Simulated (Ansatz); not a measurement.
Consider the atomization: `NCC(F)F` → 2 C• + 2 F• + 5 H• + N•.

Computed with Ansatz on PBE0-D4/def2-TZVP structures; ΔE is electronic, products minus reactants. CBS: MP2 limit from def2 TZ/QZ plus the TZ coupled-cluster correction, frozen cores. This one scheme is used for every species, atoms too. Functionals use def2-TZVPP. B3LYP here is the variant with VWN-RPA as its local correlation; programs differ in this. No spin–orbit coupling; open shells (•) take unrestricted orbitals. Spin–orbit coupling would lower the free atoms: a little for C, F. One conformer a species, not always the lowest.

`NCC(F)F`:

```xyz
10

N    -0.487    0.423    1.316
C    -0.548   -0.398    0.131
C     0.523   -0.123   -0.900
F     0.459    1.173   -1.311
F     1.757   -0.302   -0.355
H     0.403    0.303    1.783
H    -0.566    1.403    1.071
H    -1.518   -0.266   -0.358
H    -0.474   -1.453    0.411
H     0.452   -0.761   -1.788
```

```json
{"level": "PBE-D4", "ΔE (kJ/mol)": "3905.9", "difference from CCSD(T)/CBS": "121.5"}
{"level": "r2SCAN-D4", "ΔE (kJ/mol)": "3786.3", "difference from CCSD(T)/CBS": "1.9"}
{"level": "PBE0-D4", "ΔE (kJ/mol)": "3802.1", "difference from CCSD(T)/CBS": "17.7"}
{"level": "B3LYP-D4", "ΔE (kJ/mol)": "3786.0", "difference from CCSD(T)/CBS": "1.6"}
{"level": "ωB97X-V", "ΔE (kJ/mol)": "3800.6", "difference from CCSD(T)/CBS": "16.2"}
{"level": "ωB97M-V", "ΔE (kJ/mol)": "3802.2", "difference from CCSD(T)/CBS": "17.8"}
{"level": "B2PLYP", "ΔE (kJ/mol)": "3748.0", "difference from CCSD(T)/CBS": "-36.4"}
{"level": "PBE", "ΔE (kJ/mol)": "3891.7", "difference from CCSD(T)/CBS": "107.3"}
{"level": "r2SCAN", "ΔE (kJ/mol)": "3782.8", "difference from CCSD(T)/CBS": "-1.6"}
{"level": "PBE0", "ΔE (kJ/mol)": "3790.4", "difference from CCSD(T)/CBS": "6.0"}
{"level": "B3LYP", "ΔE (kJ/mol)": "3763.4", "difference from CCSD(T)/CBS": "-21.0"}
{"level": "HF/def2-TZVPP", "ΔE (kJ/mol)": "2640.8", "difference from CCSD(T)/CBS": "-1143.6"}
{"level": "MP2/def2-TZVPP", "ΔE (kJ/mol)": "3761.2", "difference from CCSD(T)/CBS": "-23.2"}
{"level": "SCS-MP2/def2-TZVPP", "ΔE (kJ/mol)": "3731.5", "difference from CCSD(T)/CBS": "-52.9"}
{"level": "CCSD/def2-TZVPP", "ΔE (kJ/mol)": "3617.3", "difference from CCSD(T)/CBS": "-167.1"}
{"level": "CCSD(T)/def2-TZVPP", "ΔE (kJ/mol)": "3678.8", "difference from CCSD(T)/CBS": "-105.6"}
{"level": "HF/def2-QZVPP", "ΔE (kJ/mol)": "2645.8", "difference from CCSD(T)/CBS": "-1138.6"}
{"level": "MP2/def2-QZVPP", "ΔE (kJ/mol)": "3823.6", "difference from CCSD(T)/CBS": "39.2"}
{"level": "SCS-MP2/def2-QZVPP", "ΔE (kJ/mol)": "3801.0", "difference from CCSD(T)/CBS": "16.6"}
{"level": "HF/CBS(def2)", "ΔE (kJ/mol)": "2646.6", "difference from CCSD(T)/CBS": "-1137.8"}
{"level": "MP2/CBS(def2)", "ΔE (kJ/mol)": "3866.8", "difference from CCSD(T)/CBS": "82.4"}
{"level": "CCSD/CBS(def2)", "ΔE (kJ/mol)": "3723.0", "difference from CCSD(T)/CBS": "-61.4"}
{"level": "CCSD(T)/CBS", "ΔE (kJ/mol)": "3784.4", "difference from CCSD(T)/CBS": "0"}
```

Largest T1 diagnostic among the species: 0.011.

The D4 term adds +22.6 kJ/mol with B3LYP and +11.7 kJ/mol with PBE0; it sums over pairs of atoms, weighted by their polarisabilities, and B3LYP, whose exchange is more repulsive, gets the larger term. In def2-TZVPP, CCSD(T) changes the Hartree–Fock value by +1038.0 kJ/mol (the triples alone add +61.4 kJ/mol) and MP2 by +1120.4 kJ/mol; breaking electron pairs costs correlation energy, which Hartree–Fock lacks.

For atomizations the MP2-based limit and the directly extrapolated one differ by several kJ/mol either way, and by 10 to 25 for some Ge, Se and Sn compounds, so smaller differences from it don't rank the levels.
